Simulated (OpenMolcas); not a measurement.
# doublet [H2S2]+ at 3 levels

Wanted: a comparison of 3 runs (UB3LYP/6-31G*, UB3LYP/def2-TZVPP, UBLYP/def2-TZVPP) of doublet [H2S2]+. 

The calculation is run with OpenMolcas 26.06.

1 further run of the same task is left out (set aside as unsound or not needed).

## (1) The structure to begin with

The species is [H2S2]+ (4 atoms), meant as a doublet with charge +1. As SMILES of the parent species, `SS`. The coordinates come from a PBE0-D4/def2-TZVP relaxation. That shape belongs to the parent species and isn't relaxed for this state.

Bond lengths: S1–S2 2.046 Å, S1–H3 1.347 Å, S2–H4 1.347 Å. Angles: S1–S2–H4 98.6°, S2–S1–H3 98.6°.

## (2) The energy at UB3LYP/6-31G(d) (spherical functions) (run 1)

Contents of job.input:

```
&GATEWAY
 BasLib=$CurrDir
 Coord
 4
 angstrom
 S        0.784480      -0.789210       0.166690
 S        0.060220       1.121560       0.067360
 H       -0.225420      -1.352590       0.856880
 H       -0.619290       1.020250      -1.090950
 Basis=6-31Gs
 Group=NoSym

&SEWARD
 GridInput
 Grid=UltraFine
 End of Grid

&SCF
 UHF
 Charge=1
 Spin=2
 KSDFT=B3LYP
 Thresholds=1e-10 1e-07 1e-07 1e-05
 PrOrbitals=1 2
```

The basis set 6-31G* is read from a file made from the Basis Set Exchange's data (not shown).

Run with:

```bash
export MOLCAS_MEM=1860
pymolcas job.input > job.log
```

The program printed:

```text
--- Start Module: gateway ---
[...]
--- Stop Module: gateway /rc=_RC_ALL_IS_WELL_ ---
--- Start Module: seward ---
[...]
      Basis functions           40
--- Stop Module: seward /rc=_RC_ALL_IS_WELL_ ---
--- Start Module: scf ---
[...]
       Convergence after  25 Iterations
[...]
::    Total KS-DFT energy                            -797.1980654233
[...]
      Total spin, S                                     0.5020515807
[...]
      Total electronic charge=   33.000000
      Total            charge=    1.000000
[...]
      Dipole Moment (debye):
      Origin of the operator (angstrom)=    0.3965    0.1560    0.1099
                   X= -2.0044E+00               Y= -7.8862E-01               Z= -5.5540E-01           Total=  2.2244E+00
      Center of Charge (angstrom)
[...]
--- Stop Module: scf /rc=_RC_ALL_IS_WELL_ ---
[...]
```

Wall time 13 s (1 thread of Arm Neoverse V2, shared host); peak memory 0.37 GiB.

## (3) The energy at UB3LYP/def2-TZVPP (run 2)

Contents of geom.xyz:

```xyz
4

S      0.784480    -0.789210     0.166690
S      0.060220     1.121560     0.067360
H     -0.225420    -1.352590     0.856880
H     -0.619290     1.020250    -1.090950
```

Contents of calc.input:

```
* H2S2 Kohn-Sham DFT

&GATEWAY
  BasLib=$CurrDir
  Coord=geom.xyz
  Basis=def2-TZVPP
  Group=NoSym

&SEWARD
  GridInput
  Grid=UltraFine
  End of Grid

&SCF
  UHF
  Charge=1
  Spin=2
  KSDFT=B3LYP
  Thresholds=1e-10 1e-07 1e-07 1e-05
  PrOrbitals=1 1
```

The basis set def2-TZVPP is read from a file made from the Basis Set Exchange's data (not shown).

Run with:

```bash
export MOLCAS_MEM=1860
pymolcas calc.input > calc.log
```

The program printed:

```text
--- Start Module: gateway ---
[...]
--- Stop Module: gateway /rc=_RC_ALL_IS_WELL_ ---
--- Start Module: seward ---
[...]
      Basis functions          112
--- Stop Module: seward /rc=_RC_ALL_IS_WELL_ ---
[...]
--- Start Module: scf ---
[...]
       Convergence after  27 Iterations
[...]
::    Total KS-DFT energy                            -797.2844761248
[...]
      Total spin, S                                     0.5029896127
[...]
      Total electronic charge=   33.000000
      Total            charge=    1.000000
[...]
      Dipole Moment (debye):
      Origin of the operator (angstrom)=    0.3965    0.1560    0.1099
                   X= -1.6226E+00               Y= -6.3841E-01               Z= -4.4962E-01           Total=  1.8007E+00
      Center of Charge (angstrom)
[...]
--- Stop Module: scf /rc=_RC_ALL_IS_WELL_ ---
[...]
```

Run time: 56 s. Hardware: 1 thread of Arm Neoverse V2, shared host; peak memory 0.67 GiB.

## (4) A single-point energy at UBLYP/def2-TZVPP (run 3)

Contents of input.xyz:

```xyz
4

S      0.784480    -0.789210     0.166690
S      0.060220     1.121560     0.067360
H     -0.225420    -1.352590     0.856880
H     -0.619290     1.020250    -1.090950
```

Contents of job.input:

```
&gateway
  baslib = $CurrDir
  coord = input.xyz
  basis = def2-TZVPP
  group = NoSym

&seward
  gridinput
  Grid=UltraFine
  End of Grid

&scf
  uhf
  charge = 1
  spin = 2
  ksdft = BLYP
  thresholds = 1e-10 1e-07 1e-07 1e-05
  prorbitals = 1 2
```

The basis set def2-TZVPP is read from a file made from the Basis Set Exchange's data (not shown).

Run with:

```bash
export MOLCAS_MEM=1860
pymolcas job.input > job.log
```

The program printed:

```text
--- Start Module: gateway ---
[...]
--- Stop Module: gateway /rc=_RC_ALL_IS_WELL_ ---
--- Start Module: seward ---
[...]
      Basis functions          112
--- Stop Module: seward /rc=_RC_ALL_IS_WELL_ ---
[...]
--- Start Module: scf ---
[...]
       Convergence after  41 Iterations
[...]
::    Total KS-DFT energy                            -797.2544719378
[...]
      Total spin, S                                     0.5013846662
[...]
      Total electronic charge=   33.000000
      Total            charge=    1.000000
[...]
      Dipole Moment (debye):
      Origin of the operator (angstrom)=    0.3965    0.1560    0.1099
                   X= -1.5665E+00               Y= -6.1633E-01               Z= -4.3407E-01           Total=  1.7385E+00
      Center of Charge (angstrom)
[...]
--- Stop Module: scf /rc=_RC_ALL_IS_WELL_ ---
[...]
```

Run time: 77 s. Hardware: 1 thread of Arm Neoverse V2, shared host; peak memory 0.67 GiB.

## (5) All runs side by side

```
run                                level  energy (Eh)  HOMO energy (eV)  LUMO energy (eV)   ⟨S²⟩  wall time
  1  UB3LYP/6-31G* (spherical functions)  -797.198065            -14.13            -12.70  0.754       13 s
  2                    UB3LYP/def2-TZVPP  -797.284476            -14.10            -12.57  0.756       56 s
  3                     UBLYP/def2-TZVPP  -797.254472            -13.14            -13.08  0.753       77 s
```

## (6) Results

```
                                 quantity          value
                      run 3: total energy  -797.25447 Eh
run 3: HOMO energy (highest over α and β)      -13.14 eV
 run 3: LUMO energy (lowest over α and β)      -13.08 eV
                              run 3: ⟨S²⟩          0.753
```

Totals of different functionals can't be ranked against each other. All runs together took 2.4 min, the longest 77 s.
